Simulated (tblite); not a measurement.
C5H10O (charge +1 and doublet state).
Geometry (GFN2-xTB, Å), atoms numbered from 1 in this order:
```xyz
16
C5H10O angstrom
C     -2.269    0.813    0.404
C     -1.411   -0.358    0.438
C     -0.018   -0.323    0.313
C      0.794   -1.556    0.353
O      0.532    0.855    0.159
C      1.926    1.012    0.025
H     -2.857    0.871    1.329
H     -3.038    0.691   -0.367
H     -1.723    1.739    0.251
H     -1.876   -1.325    0.569
H      1.532   -1.505    1.158
H      1.363   -1.671   -0.573
H      0.177   -2.437    0.497
H      2.304    0.481   -0.854
H      2.102    2.081   -0.087
H      2.454    0.641    0.908
```

Structure optimised with GFN2-xTB, isolated species. This method treats the open shell by occupation alone, without spin polarisation.

Take the most abundant isotopes and a rigid rotor. The values belong to one conformer with, in the numbering `[CH3:1][CH+:2][C:3]([CH3:4])[O:5][CH3:6]`, C1–C2–C3–C4 180°, C2–C3–O5–C6 180°.

Problem. Give the principal moments of inertia and the rotational constants in MHz.

Solution. Ia = 90.33, Ib = 192.35, Ic = 273.45 u·Å²; 505379 MHz·u·Å²/I gives A = 5595, B = 2627, C = 1848 MHz.

Problem. Classify the top.

Solution. An asymmetric top: κ = (2 × 2627 − 5595 − 1848)/(5595 − 1848) = -0.58.

Problem. What does the inertial defect say?

Solution. Not planar: Δ = Ic − Ia − Ib = -9.22 u·Å². For a rigid frame Δ = −2 Σ m c², so Σ m c² = 4.61 u·Å² lies off the ab plane, practically all of it from hydrogen. The atom farthest from that plane is 0.89 Å away.

Problem. Give the other two planar moments, Paa and Pbb, and the rms extents of the mass along the axes.

Solution. Paa = Σ m a² = (Ib + Ic − Ia)/2 = 187.74 and Pbb = Σ m b² = (Ia + Ic − Ib)/2 = 85.72 u·Å². With the mass M = 86.07 u, the rms extents √(P/M) along a, b and c are 1.48, 1.00, 0.23 Å.

Problem. Estimate the classical rotational partition function at 50 K, 100 K and 298.15 K.

Solution. Point group Cs, symmetry number σ = 1; q = (√π/σ)·√((kT/h)³/(ABC)), k/h = 20836.6 MHz/K: 11400 at 50 K, 32300 at 100 K, 167000 at 298.15 K.

For this open shell read J as N, the rotation without spin; fine and hyperfine splittings come on top. Its GFN2-xTB frequencies are all real (lowest 126 cm⁻¹). These are rigid-rotor constants of the computed structure; measured ground-state constants (B0) also hold zero-point vibration.
